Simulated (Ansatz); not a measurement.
`C=C1OCC1=O`, one more setting.

```yaml
crystal:
  periodic: [false, false, false]
  atoms:
    - {symbol: C, position_ang: [-0.893500, -2.105146, -0.536986]}
    - {symbol: C, position_ang: [-0.153532, -0.680368, -0.140818]}
    - {symbol: O, position_ang: [1.478842, -0.368612, 0.312708]}
    - {symbol: C, position_ang: [1.203792, 1.410100, 0.508652]}
    - {symbol: C, position_ang: [-0.619641, 1.120642, 0.010590]}
    - {symbol: O, position_ang: [-1.836010, 1.955483, -0.168950]}
    - {symbol: H, position_ang: [-0.227014, -3.282268, -0.545558]}
    - {symbol: H, position_ang: [-2.205555, -2.082491, -0.860996]}
    - {symbol: H, position_ang: [1.408375, 1.823542, 1.793374]}
    - {symbol: H, position_ang: [1.947869, 2.145243, -0.368392]}
basis:
  gaussian: {orbitals: pcseg-2}
magnetization: {spin_polarized: true, initial_magnetization: 2}
hamiltonian: {xc: {name: HF}}
correlation: {active_space: {window: {electrons: 2, orbitals: 1}}}
output: {forces: true}
```

```sh
$ ansatz run in.yaml --threads 4 --pin off --events-out ev --progress --plain --max-ram 10444MiB
```

Shortened log:

```
Error: invalid value for `correlation.active_space`: it starts from restricted Hartree–Fock orbitals; set hamiltonian.xc: hf without magnetization.spin_polarized
```
